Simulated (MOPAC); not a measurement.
MOPAC input (PM6):

```
PM6 PRECISE GNORM=0.05 LET XYZ CHARGE=-1 GEO-OK AUX(PRECISION=9) THREADS=1
C3H3

C     0.00459725 1   -0.00249754 1    0.33487939 1
C     0.02158522 1   -0.01172655 1    1.57233990 1
C    -0.01550427 1    0.00842296 1   -1.12938267 1
H    -0.01786863 1    1.02668686 1   -1.54815061 1
H     0.85593006 1   -0.49887077 1   -1.57152384 1
H    -0.90213069 1   -0.49300933 1   -1.54734531 1
```

From the last part of the output:

```
                                                       MOPAC v23.2.5 Linux

          FINAL HEAT OF FORMATION =         80.63489 KCAL/MOL =     337.37639 KJ/MOL

          COSMO AREA              =         87.80 SQUARE ANGSTROMS
          COSMO VOLUME            =         69.36 CUBIC ANGSTROMS

          GRADIENT NORM           =          0.00896          =       0.00366 PER ATOM
          IONIZATION POTENTIAL    =          2.414931 EV
          HOMO LUMO ENERGIES (EV) =         -2.415  9.514
          NO. OF FILLED LEVELS    =          8
          MOLECULAR WEIGHT        =         39.0567         POINT GROUP:  C3v

          MOLECULAR DIMENSIONS (Angstroms)

            Atom       Atom       Distance
            H     6    C     2     3.30038
            H     4    H     5     1.77322
            H     6    H     4     1.45990

          SCF CALCULATIONS        =         18

   ATOM   CHEMICAL          X               Y               Z
  NUMBER   SYMBOL      (ANGSTROMS)     (ANGSTROMS)     (ANGSTROMS)

     1       C          0.00413936  *  -0.00225025  *   0.30160277  *
     2       C          0.02194413  *  -0.01192099  *   1.59845514  *
     3       C         -0.01560555  *   0.00848031  *  -1.13693236  *
     4       H         -0.01760881  *   1.03520808  *  -1.53115863  *
     5       H          0.86363304  *  -0.50334687  *  -1.55473027  *
     6       H         -0.90940215  *  -0.49743489  *  -1.53034706  *

                             CARTESIAN COORDINATES

   1    C        0.004139355    -0.002250245     0.301602767
   2    C        0.021944131    -0.011920986     1.598455142
   3    C       -0.015605552     0.008480308    -1.136932364
   4    H       -0.017608814     1.035208077    -1.531158625
   5    H        0.863633039    -0.503346868    -1.554730267
   6    H       -0.909402153    -0.497434895    -1.530347058

           Empirical Formula: C3 H3  =     6 atoms

      MOLECULAR POINT GROUP   :   C3v

                  EIGENVALUES
 -20.34969 -15.23131  -9.31436  -8.75641  -8.75636  -3.10186  -2.41493  -2.41493
   9.51428   9.51429  11.12279  11.12282  11.22747  12.29082  15.26555

              NET ATOMIC CHARGES AND DIPOLE CONTRIBUTIONS

  ATOM NO.   TYPE          CHARGE      No. of ELECS.   s-Pop       p-Pop
    1          C          -0.658470        4.6585     1.13743     3.52104
    2          C          -0.294594        4.2946     1.64663     2.64797
    3          C          -0.290489        4.2905     1.05036     3.24013
    4          H           0.081185        0.9188     0.91882
    5          H           0.081184        0.9188     0.91882
    6          H           0.081183        0.9188     0.91882
 DIPOLE           X         Y         Z       TOTAL
 POINT-CHG.    -0.039     0.021    -2.874     2.875
 HYBRID        -0.030     0.016    -2.162     2.162
 SUM           -0.069     0.038    -5.036     5.037

          ATOMIC ORBITAL ELECTRON POPULATIONS

     Atom    s        px        py        pz
    1  C   1.13743   1.27673   1.27677   0.96753
    2  C   1.64663   0.72340   0.72334   1.20122
    3  C   1.05036   1.08291   1.08291   1.07431
    4  H   0.91882
    5  H   0.91882
    6  H   0.91882

 **********************
 *                    *
 * JOB ENDED NORMALLY *
 *                    *
 **********************

 == MOPAC DONE ==
```

The dipole moment of an ion depends on the origin.
